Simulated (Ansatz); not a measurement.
# AlH5OSi: the cost of one run

Program: Ansatz 0.2.0. Level of theory: RKS B3LYP-D4/def2-SVP. These are calculated values, not measurements.

## Step 1: Starting point

Bond lengths: Al1–H2 1.560 Å, Al1–O3 1.780 Å, O3–Si4 1.680 Å, Si4–H5 1.460 Å, Si4–H6 1.460 Å, Si4–H7 1.460 Å, Al1–H8 1.560 Å. Angles: H2–Al1–O3 120.0°, H2–Al1–H8 120.0°, O3–Al1–H8 120.0°, Al1–O3–Si4 125.0°, O3–Si4–H5 109.5°, O3–Si4–H6 109.5°, O3–Si4–H7 109.5°, H5–Si4–H6 109.4°, H5–Si4–H7 109.4°, H6–Si4–H7 109.4°.

Coordinates:

```xyz
8

Al    0.0000    0.0000    0.0000
H     0.0000    0.0000    1.5600
O     1.5415    0.0000   -0.8900
Si    2.3874   -1.3760   -1.3520
H     1.4599   -2.3514   -1.9176
H     3.3882   -1.0195   -2.3535
H     3.0504   -1.9546   -0.1870
H    -1.3510    0.0000   -0.7800
```

## Step 2: Preparing the start

The input, input.yaml:

```yaml
crystal:
  periodic: [false, false, false]
  atoms:
    - { symbol: Al, position_ang: [0.0, 0.0, 0.0] }
    - { symbol: H, position_ang: [0.0, 0.0, 1.56] }
    - { symbol: O, position_ang: [1.5415, 0.0, -0.89] }
    - { symbol: Si, position_ang: [2.3874, -1.376, -1.352] }
    - { symbol: H, position_ang: [1.4599, -2.3514, -1.9176] }
    - { symbol: H, position_ang: [3.3882, -1.0195, -2.3535] }
    - { symbol: H, position_ang: [3.0504, -1.9546, -0.187] }
    - { symbol: H, position_ang: [-1.351, 0.0, -0.78] }
basis:
  gaussian: { orbitals: def2-SVP }
hamiltonian:
  xc: b3lyp
  dispersion: d4
relax:
  f_tol: 0.02
  max_steps: 40
```

The run is started by

```
> ansatz run input.yaml --threads 1 --pin off --max-ram 2048MiB --backend cpu --events-out ev --progress --plain --runs-dir out
```

Q: Estimate wall time and peak memory on 1 thread of Arm Neoverse V2, shared host.

About 18 s, with a peak of 0.14 GiB.
